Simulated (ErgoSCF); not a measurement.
# BH2ClO (SMILES OBCl): levels of theory compared

Wanted: a comparison of 5 runs (HF/STO-3G, HF/3-21G, HF/def2-SVP, PBE0/def2-SVP, CAM-B3LYP/aug-cc-pVDZ) of BH2ClO. 

The calculation is run with ErgoSCF 3.8.

### 1 The molecule

The species is BH2ClO (5 atoms), meant as a singlet with charge 0. As SMILES, `OBCl`. Geometry: relaxed at PBE0-D4/def2-TZVP. This is one conformer, not always the lowest.

Bond lengths: O1–B2 1.340 Å, B2–Cl3 1.766 Å, O1–H4 0.963 Å, B2–H5 1.189 Å. Angles: O1–B2–Cl3 121.0°, O1–B2–H5 119.8°, Cl3–B2–H5 119.2°, B2–O1–H4 113.9°.

### 2 The energy at HF/STO-3G (run 1)

Input file run.inp:

```
# BClH2O
set_nthreads(1)
molecule_inline
O  -1.63140056 -1.16898458 -0.00548021
B  0.71620620 -0.25927042 0.26059323
Cl 1.49023802 2.82703028 -0.74700874
H  -2.79244829 0.00226767 -0.77422079
H  2.31170197 -1.54031576 1.18788184
EOF
scf.output_mulliken_pop = 1
tmpdir = "."
scf.max_number_of_iterations = 120
basis = "STO-3G"
scf.use_diagonalization = 1
run "HF"
```

The basis set STO-3G is read from a file made from the Basis Set Exchange's data (not shown).

Launch:

```bash
$ ergo < run.inp
```

Output:

```text
[...]
INSC SCF_general constructor, number of basis functions: 21
[...]
INSC Energy   1 =       -492.55466867789
[...]
INDE E_LUMO =          0.27097701869
[...]
INSC Energy  11 =       -554.04721349902  ( diff     -0.000000000014438 )
[...]
RESC CONVERGED after  11 iterations.
RESC FINAL ENERGY:       -554.04721349902
[...]
INSC SCF: dipole_moment_x [atomic units] =      -0.59011139
INSC SCF: dipole_moment_y [atomic units] =      -0.28700371
INSC SCF: dipole_moment_z [atomic units] =      -0.04387139
[...]
```

It took 1.2 s on 1 thread of Arm Neoverse V1, shared host; peak memory 0.26 GiB.

### 3 A single-point energy at HF/3-21G (run 2)

Input file molecule.xyz:

```xyz
5

O     -0.863300    -0.618600    -0.002900
B      0.379000    -0.137200     0.137900
Cl     0.788600     1.496000    -0.395300
H     -1.477700     0.001200    -0.409700
H      1.223300    -0.815100     0.628600
```

Input file run.inp:

```
# BClH2O, HF
set_nthreads("env")
scf.output_mulliken_pop = 1
basis = "3-21G"
scf.max_number_of_iterations = 120
tmpdir = "."
scf.use_diagonalization = 1
molecule "molecule.xyz"
run "HF"
```

The basis set 3-21G is read from a file made from the Basis Set Exchange's data (not shown).

Launch:

```bash
$ ergo < run.inp
```

Output:

```text
[...]
INSC SCF_general constructor, number of basis functions: 35
[...]
INSC Energy   1 =       -359.22190298184
[...]
INDE E_LUMO =          0.13429108417
[...]
INSC Energy  17 =       -557.53469479811  ( diff     -0.000000000003638 )
[...]
RESC CONVERGED after  17 iterations.
RESC FINAL ENERGY:       -557.53469479811
[...]
INSC SCF: dipole_moment_x [atomic units] =      -0.54921429
INSC SCF: dipole_moment_y [atomic units] =      -0.12051665
INSC SCF: dipole_moment_z [atomic units] =      -0.09844282
[...]
```

It took 1.9 s on 1 thread of Arm Neoverse V1, shared host; peak memory 0.26 GiB.

Run 3 isn't shown in full; the table further down has it.

### 4 A single-point energy at PBE0/def2-SVP (run 4)

Edit molecule.xyz of step 3 so:

```diff
@@ -1,3 +1,3 @@
 5
-
+BClH2O
 O     -0.863300    -0.618600    -0.002900
```

Input file run.inp:

```
set_nthreads(1)
tmpdir = "."
XC.angint = 41
scf.output_mulliken_pop = 1
XC.radint = 1e-11
charge = 0
XC.sparse_mode = 0
basis = "def2-SVP"
scf.max_number_of_iterations = 120
scf.use_diagonalization = 1
molecule "molecule.xyz"
run "PBE0"
```

The basis set def2-SVP is read from a file made from the Basis Set Exchange's data (not shown).

Launch:

```bash
$ ergo run.inp
```

Output:

```text
[...]
INDF Weighted mixed functional:
[...]
INSC Energy   1 =       -261.27932723722
[...]
INDE E_LUMO =         -0.00268668772
[...]
INSC Energy  23 =       -561.07853969566  ( diff     -0.000000000003524 )
[...]
RESC CONVERGED after  23 iterations.
RESC FINAL ENERGY:       -561.07853969566
[...]
INSC SCF: dipole_moment_x [atomic units] =      -0.48347888
INSC SCF: dipole_moment_y [atomic units] =       0.10619978
INSC SCF: dipole_moment_z [atomic units] =      -0.17012458
[...]
```

Wall time 18 s (1 thread of Arm Neoverse V1, shared host); peak memory 0.26 GiB.

### 5 The energy at CAM-B3LYP/aug-cc-pVDZ (run 5)

Input file run.inp:

```
set_nthreads("env")
molecule_inline Angstrom
O       -0.863300      -0.618600      -0.002900
B        0.379000      -0.137200       0.137900
Cl       0.788600       1.496000      -0.395300
H       -1.477700       0.001200      -0.409700
H        1.223300      -0.815100       0.628600
EOF
scf.use_diagonalization = 1
scf.output_mulliken_pop = 1
XC.sparse_mode = 0
scf.max_number_of_iterations = 120
basis = "aug-cc-pVDZ"
XC.radint = 1e-11
charge = 0
tmpdir = "."
XC.angint = 41
run "Camb3lyp"
```

The basis set aug-cc-pVDZ is read from a file made from the Basis Set Exchange's data (not shown).

Launch:

```bash
$ ergo run.inp
```

Output:

```text
[...]
INSC SCF_general constructor, number of basis functions: 91
[...]
INSC Energy   1 =       -184.67211881114
[...]
INDE E_LUMO =          0.00945611552
[...]
INSC Energy  23 =       -561.55851416524  ( diff     -0.000000000001478 )
[...]
RESC CONVERGED after  23 iterations.
RESC FINAL ENERGY:       -561.55851416524
[...]
INSC SCF: dipole_moment_x [atomic units] =      -0.38924090
INSC SCF: dipole_moment_y [atomic units] =       0.04237975
INSC SCF: dipole_moment_z [atomic units] =      -0.12000879
[...]
```

Wall time 2.1 min (1 thread of Arm Neoverse V1, shared host); peak memory 0.26 GiB.

### 6 The series

| run | level | integration grid | radint | energy (Eh) | dipole moment (D) | wall time |
| --- | --- | --- | --- | --- | --- | --- |
| 1 | HF/STO-3G | – | – | -554.047213 | 1.67 | 1.2 s |
| 2 | HF/3-21G | – | – | -557.534695 | 1.45 | 1.9 s |
| 3 | HF/def2-SVP | – | – | -560.085348 | 1.13 | 11 s |
| 4 | PBE0/def2-SVP | Turbo | 1e-11 | -561.078540 | 1.33 | 18 s |
| 5 | CAM-B3LYP/aug-cc-pVDZ | Turbo | 1e-11 | -561.558514 | 1.04 | 2.1 min |

### 7 Outcome

| quantity | value |
| --- | --- |
| run 5: total energy | -561.55851 Eh |
| run 5: dipole moment | 1.04 D |

In words: The dipole moment (its size) runs from 1.04 D (CAM-B3LYP/aug-cc-pVDZ) to 1.67 D (HF/STO-3G). The two ends differ in method and basis. Totals of different functionals can't be ranked against each other. In run 1 the basis is minimal, so the values are rough. All runs together took 2.6 min, the longest 2.1 min.
